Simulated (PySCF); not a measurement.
Calculated NMR parameters of C/C(F)=C\C#N

- Formula: C4H4FN
- SMILES: C/C(F)=C\C#N
- Degrees of unsaturation: 3
- Carbon signals: 4
- Proton signals: 2

Atoms are numbered as in `[CH3:1]/[C:2]([F:3])=[CH:4]\[C:5]#[N:6]`. Hydrogens are named by the atom that carries them.

[PySCF: structure optimised with PBE0-D3(BJ)/def2-SVP; GIAO PBE/pcSseg-2 shieldings; couplings computed with B3LYP/pcJ-1 (spin–dipole term only in couplings to heteroatoms); no relativistic terms; averaged over atoms made equivalent by symmetry, fast rotation or ring inversion; single conformer; gas phase]

Chemical shifts δ = σref − σ; 1H (31.18 ppm) and 13C (179.39 ppm) vs TMS; CFCl3 for 19F (142.93 ppm); 15N (261.04 ppm) vs NH3, all at this level.

| carbon | δC, type | δH (multiplicity, J in Hz) | HMBC from (abs. J ≥ 3 Hz) | span of the C tensor (ppm) |
| --- | --- | --- | --- | --- |
| C1 | 19.1, CH3 | 2.22 (dd, 17.0, 1.2) | H(C4) | 35 |
| C2 | 192.9, C | – | H(C4), H(C1) | 193 |
| C4 | 86.0, CH | 4.94 (dq, 11.1, 1.2) | H(C1) | 133 |
| C5 | 121.7, C | – | – | 337 |

Other nuclei:
| atoms | nucleus | environment | δ (ppm) | σ (ppm) |
| --- | --- | --- | --- | --- |
| F3 | 19F | vinylic fluorine | -71.0 | 213.9 |
| N6 | 15N | nitrile nitrogen | 325.5 | -64.5 |

Selected couplings (Hz, signed; the shortest-range and largest first, 30 at most; isotopes 13C, 19F, 1H, 15N): 1J(C2,F3) -351.2, 1J(C4,H(C4)) 180.6, 1J(C1,H(C1)) 137.6, 1J(C4,C5) 99.1, 1J(C2,C4) 98.0, 1J(C1,C2) 54.7, 1J(C5,N6) -20.1, 2J(F3,C4) 41.1, 2J(C1,F3) 22.6, 2J(C1,C4) 7.0, 2J(C2,C5) 6.8, 2J(C4,N6) 4.0, 3J(F3,H(C1)) 17.0, 3J(F3,C5) 13.8, 3J(F3,H(C4)) 11.1, 3J(C1,C5) 1.7, 3J(N6,H(C4)) -1.6, 3J(C2,N6) -1.5, 4J(F3,N6) -5.7, 4J(H(C1),H(C4)) -1.2.

- Carbon types of the structure: 2 × C, 1 × CH, 1 × CH3, which accounts for all hydrogens.
- δC 192.9: fully substituted alkene carbon.
- δC 121.7: nitrile carbon; C≡N carbons fall here, among the sp2 signals but without a proton.
- δC 86.0: alkene CH.
- δC 19.1: allylic methyl carbon; aliphatic region, no heteroatom directly attached.
- δH 4.94: hydrogen on an alkene CH; olefinic region.

Common functionals overestimate the size of one-bond C–F couplings by tens of Hz; these are unscaled. Splittings below 1 Hz are ignored in the labels, and close J values are merged. Shifts are as computed, not scaled to solution data. Of 1211 compounds with measured shifts, 218 miss one by over three times the rms of a fit or turn the order of signals round; such compounds aren't used in these exercises. Unscaled 19F shifts against computed CFCl3 carry errors that often reach 10 to 50 ppm. Experimental scales use liquid or dissolved standards, which lie at an offset from isolated NH3 (liquid NH3: subtract about 20 ppm). Unscaled 15N shifts of sp2 nitrogen come out 20 to 40 ppm too high even then.
